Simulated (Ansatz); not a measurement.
# BNH (doublet): B2PLYP over vertical spin and charge gaps, def2-QZVPP

How well do these functionals follow the top wave-function level for BNH (doublet) over vertical spin and charge gaps?

The runs use Ansatz 0.2.0, Gaussian basis; def2-QZVPP, all electrons in the functionals, frozen cores in the correlation of double hybrids and RPA.

Plan: B2PLYP, at charge 0, doublet; charge 0, quartet; charge 1, singlet; charge 1, triplet.

2 further runs of the same task are left out: 2 set aside as unsound or not needed. Runs told in other sessions of the task aren't counted.

**1. The geometry**

The geometry is a PBE0/def2-TZVP stationary point (not a proven minimum).

3 atoms, charge 0, spin multiplicity 2.

Atoms are counted from 1 here; the program's logs count them from 0.

Bond lengths: B1–N2 1.234 Å, N2–H3 0.993 Å. Angles: B1–N2–H3 180.0°.

No dispersion term is added.

The geometry shown and the zero of energy belong to the point charge 0, doublet. The yardstick, UCCSD(T), and other wave-function levels (R restricted, U unrestricted, valence and pair active spaces) come from earlier runs.

**2. B2PLYP, charge 0, doublet**

in.yaml reads:

```yaml
crystal:
  periodic: [false, false, false]
  atoms:
    - {symbol: B, position_ang: [0.000000, 0.000000, 1.153245]}
    - {symbol: N, position_ang: [0.000000, 0.000000, -0.080303]}
    - {symbol: H, position_ang: [0.000000, 0.000000, -1.072942]}
basis:
  gaussian: {orbitals: "def2-QZVPP.json"}
magnetization: {spin_polarized: true, initial_magnetization: 1}
hamiltonian: {xc: {name: B2PLYP}}
correlation: {electrons: outside_noble_gas}
```

Run with:

```sh
$ ansatz run in.yaml --threads 1 --pin off --events-out ev --progress --plain --max-ram 2393MiB
```

Log:

```text
Functional definition: B2PLYP
  name "B2PLYP"
  cite "Grimme, J. Chem. Phys. 124, 034108 (2006) doi:10.1063/1.2148954"
  cite "Becke, Phys. Rev. A 38, 3098 (1988) doi:10.1103/PhysRevA.38.3098"
  cite "Lee, Yang & Parr, Phys. Rev. B 37, 785 (1988) doi:10.1103/PhysRevB.37.785"
  parameter a = 0.53
  parameter c = 0.27
  exchange = (1 - a)*b88_x + a*exact_x
  correlation = (1 - c)*lyp_c + c*(mp2_os + mp2_ss)
882 factors; integrals over basis functions are off by at most 9.6e-4 eV
mean field evaluation 1: about -2170.1526 eV, gradient 4.1e1 eV
mean field evaluation 2: about -2170.1535 eV, gradient 4.1e1 eV
mean field evaluation 4: about -2176.6469 eV, gradient 5.5e0 eV
mean field evaluation 8: about -2176.8365 eV, gradient 4.3e-1 eV
mean field evaluation 16: about -2176.8438 eV, gradient 1.4e-4 eV
mean field evaluation 32: about -2174.8010 eV, gradient 3.5e0 eV
mean field -2176.84378187 eV, -79.9975334661 hartree, gradient 3.6e-6 eV, S^2 0.769950; 2 other end points of the search recorded, 0 dependent functions left out
2 core orbitals not correlated: weight in the atoms' cores, before any rotation towards them, 1.000 or more for the frozen orbitals, at most 0.000 for the correlated occupied ones
reference -2176.84389991 eV, -79.9975378038 hartree; 5, 4 occupied and 137, 138 virtual orbitals, 882 factors
second order -9.69138091 eV of doubles, -0.00000000 eV of singles
Total energy: -2179.46057275 eV, -80.0936987573 hartree
```

Wall time 6.5 s (1 thread of Arm Neoverse V1, shared host); peak memory 0.25 GiB.

From the report: ⟨S²⟩ of the determinant 0.770 (pure doublet: 0.75).

**3. B2PLYP, charge 0, quartet**

Changes to in.yaml since step 2:

```diff
@@ -8,3 +8,3 @@
   gaussian: {orbitals: "def2-QZVPP.json"}
-magnetization: {spin_polarized: true, initial_magnetization: 1}
+magnetization: {spin_polarized: true, initial_magnetization: 3}
 hamiltonian: {xc: {name: B2PLYP}}
```

The command is unchanged.

Log (excerpt; [...] marks lines left out):

```text
Functional definition: B2PLYP
  name "B2PLYP"
  cite "Grimme, J. Chem. Phys. 124, 034108 (2006) doi:10.1063/1.2148954"
  cite "Becke, Phys. Rev. A 38, 3098 (1988) doi:10.1103/PhysRevA.38.3098"
  cite "Lee, Yang & Parr, Phys. Rev. B 37, 785 (1988) doi:10.1103/PhysRevB.37.785"
[...]
882 factors; integrals over basis functions are off by at most 9.6e-4 eV
[...]
mean field -2171.39943564 eV, -79.7974574322 hartree, gradient 4.7e-6 eV, S^2 3.755357; 4 other end points of the search recorded, 0 dependent functions left out
2 core orbitals not correlated: weight in the atoms' cores, before any rotation towards them, 1.000 or more for the frozen orbitals, at most 0.000 for the correlated occupied ones
reference -2171.39955116 eV, -79.7974616778 hartree; 6, 3 occupied and 136, 139 virtual orbitals, 882 factors
second order -7.30906037 eV of doubles, -0.00000000 eV of singles
Total energy: -2173.37299746 eV, -79.8699844917 hartree
```

It took 9.5 s on 1 thread of Arm Neoverse V1, shared host; peak memory 0.25 GiB.

From the report: ⟨S²⟩ of the determinant 3.755 (pure quartet: 3.75).

From charge 0, doublet: +6.088 eV.

**4. B2PLYP, charge 1, singlet**

Changes to in.yaml since step 3:

```diff
@@ -8,3 +8,4 @@
   gaussian: {orbitals: "def2-QZVPP.json"}
-magnetization: {spin_polarized: true, initial_magnetization: 3}
+total_charge: 1
+magnetization: {spin_polarized: true, initial_magnetization: 0}
 hamiltonian: {xc: {name: B2PLYP}}
```

The command is unchanged.

Log (excerpt; [...] marks lines left out):

```text
Functional definition: B2PLYP
  name "B2PLYP"
  cite "Grimme, J. Chem. Phys. 124, 034108 (2006) doi:10.1063/1.2148954"
  cite "Becke, Phys. Rev. A 38, 3098 (1988) doi:10.1103/PhysRevA.38.3098"
  cite "Lee, Yang & Parr, Phys. Rev. B 37, 785 (1988) doi:10.1103/PhysRevB.37.785"
[...]
882 factors; integrals over basis functions are off by at most 9.6e-4 eV
[...]
mean field -2165.83118308 eV, -79.5928279251 hartree, gradient 2.8e-6 eV, S^2 1.015944; 8 other end points of the search recorded, 0 dependent functions left out
2 core orbitals not correlated: weight in the atoms' cores, before any rotation towards them, 1.000 or more for the frozen orbitals, at most 0.000 for the correlated occupied ones
reference -2165.83129043 eV, -79.5928318701 hartree; 4, 4 occupied and 138, 138 virtual orbitals, 882 factors
second order -7.03154531 eV of doubles, -0.00000000 eV of singles
Total energy: -2167.72980766 eV, -79.6626010916 hartree
```

Run time: 15 s. Hardware: 1 thread of Arm Neoverse V1, shared host; peak memory 0.29 GiB.

From the report: ⟨S²⟩ of the determinant 1.016 (pure singlet: 0.00). The determinant of B2PLYP (⟨S²⟩ 1.02) is far from a pure spin state, so its energy mixes those of several spin states; that is harmless only where they are near-degenerate.

From charge 0, doublet: +11.731 eV.

**5. B2PLYP, charge 1, triplet**

Changes to in.yaml since step 4:

```diff
@@ -9,3 +9,3 @@
 total_charge: 1
-magnetization: {spin_polarized: true, initial_magnetization: 0}
+magnetization: {spin_polarized: true, initial_magnetization: 2}
 hamiltonian: {xc: {name: B2PLYP}}
```

Launched as before.

Log (excerpt; [...] marks lines left out):

```text
Functional definition: B2PLYP
  name "B2PLYP"
  cite "Grimme, J. Chem. Phys. 124, 034108 (2006) doi:10.1063/1.2148954"
  cite "Becke, Phys. Rev. A 38, 3098 (1988) doi:10.1103/PhysRevA.38.3098"
  cite "Lee, Yang & Parr, Phys. Rev. B 37, 785 (1988) doi:10.1103/PhysRevB.37.785"
[...]
882 factors; integrals over basis functions are off by at most 9.6e-4 eV
[...]
mean field -2165.94653312 eV, -79.5970669608 hartree, gradient 8.5e-6 eV, S^2 2.003903; 1 other end points of the search recorded, 0 dependent functions left out
2 core orbitals not correlated: weight in the atoms' cores, before any rotation towards them, 1.000 or more for the frozen orbitals, at most 0.000 for the correlated occupied ones
reference -2165.94664104 eV, -79.5970709269 hartree; 5, 3 occupied and 137, 139 virtual orbitals, 882 factors
second order -7.08696021 eV of doubles, -0.00000000 eV of singles
Total energy: -2167.86012030 eV, -79.6673899926 hartree
```

Run time: 4.9 s. Hardware: 1 thread of Arm Neoverse V1, shared host.

From the report: ⟨S²⟩ of the determinant 2.004 (pure triplet: 2.00).

From charge 0, doublet: +11.600 eV.

**6. Against the wave-function levels**

No level is safe as a reference over these points; UCCSD(T) serves as a yardstick only. It comes from earlier runs at the same points. Energies in eV, counted from charge 0, doublet; blanks weren't run or aren't comparable.

| level | doublet to quartet | ionisation to the singlet cation | ionisation to the triplet cation |
| --- | --- | --- | --- |
| UCCSD(T) | 6.043 |  | 11.679 |
| B2PLYP | 6.088 | 11.731 | 11.600 |

Largest miss and mean time a point (UCCSD(T) took 8.2 s a point; shared hosts):

| level | largest miss (eV) | where | time a point |
| --- | --- | --- | --- |
| B2PLYP | -0.078 | ionisation to the triplet cation | 8.9 s |

**7. Outcome**

| quantity | value |
| --- | --- |
| doublet to quartet, UCCSD(T) | 6.043 eV |
| ionisation to the triplet cation, UCCSD(T) | 11.679 eV |
| largest miss, B2PLYP | -0.078 eV (ionisation to the triplet cation) |

In words: Misses are known at 2 of 3 points at best, and only functionals with that many are ranked. B2PLYP strays by up to 0.078 eV, at ionisation to the triplet cation. B2PLYP clearly breaks the spin symmetry at some points (⟨S²⟩ up to 1.02 above the pure value), so energy there is bought with a mixed spin. Functionals and the yardstick converge differently with the basis, so part of each miss in def2-QZVPP is the basis. The yardstick itself may be off where one determinant is a poor start.
